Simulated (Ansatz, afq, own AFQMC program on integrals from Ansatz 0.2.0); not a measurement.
## BH$_{4}$⁺, singlet in cc-pVDZ, levels against full CI

```xyz
5

B     0.0024    0.0966   -0.0978
H    -0.0132    0.9580    0.7520
H    -0.0546   -2.1755    2.2042
H     0.0237    0.9465   -0.9590
H     0.0180   -0.7649   -0.9477
```

Basis cc-pVDZ. Only valence electrons are correlated. AFQMC by an in-house program on the Cholesky factors that Ansatz 0.2.0 writes for its CCSD(T) run. ph-AFQMC/CISD is guided by a CISD state made of CCSD amplitudes; releasing the constraint for a short imaginary time cuts its bias at the price of noise, slowly where states lie close. ± is one standard error of the sampling.

Determinant: UHF, the one that the program's search chose, which needn't be the lowest solution. The geometry is a point of a scan.

Full CI on the same integrals is exact in this basis and with this determinant's frozen core.

Cautions: strong correlation (T1 0.023, weight of the determinant 0.94, largest double 0.05); unrestricted determinant spin contaminated (⟨S²⟩ 1.00 against 0.00); the CCSDTQ amplitudes may be one of several solutions (largest double 0.63); the released energies have errors that jump between times, so the bars are unsure, so no released level is given (meV from the phaseless value at times in 1/Eh: -3.4 ± 1.1 at 0.24, -4.8 ± 1.3 at 0.51, -7.9 ± 1.3 at 0.99, -22 ± 11 at 1.62, -9.0 ± 1.9 at 2.40); the next higher spin lies close (full CI puts it 117 meV above).

```
T1 diagnostic                               : 0.0225
weight of the determinant in the CISD state : 0.941
⟨S²⟩ of the determinant                     : 1.004
size of the correlated space                : 6 electrons in 33 orbitals
```

```
  level  correlation energy (eV)
    MP2                  -1.8597
   CCSD                  -2.4690
CCSD(T)                  -2.5091
```

Estimate where phaseless AFQMC with a CISD trial lies against CCSD(T) on the same integrals.

2.23 ± 0.03 mEh below CCSD(T).

Reference: full CI, correlation energy -2.574 eV. The cautions show a poor starting determinant, so the rows tell how each method copes with it here, and full CI is the sure value.

```json
{"level": "CCSD(T)", "E − E(reference) (mEh)": "2.40", "share of correlation (%)": "97.47"}
{"level": "CCSDT", "E − E(reference) (mEh)": "0.70", "share of correlation (%)": "99.26"}
{"level": "CCSDT(Q)", "E − E(reference) (mEh)": "0.20", "share of correlation (%)": "99.79"}
{"level": "CCSDTQ", "E − E(reference) (mEh)": "0.02", "share of correlation (%)": "99.98"}
{"level": "ph-AFQMC/CISD", "E − E(reference) (mEh)": "0.16 ± 0.03", "share of correlation (%)": "99.83"}
```

CCSDT and higher add their correlation energy to the determinant of the CCSD(T) run, since their own runs factorise the integrals more tightly (a shift of under 2 meV). A walk keeps the symmetry of its determinant, which the program's search chose and which needn't be the lowest solution, so a lower state of the same spin and another symmetry isn't excluded.
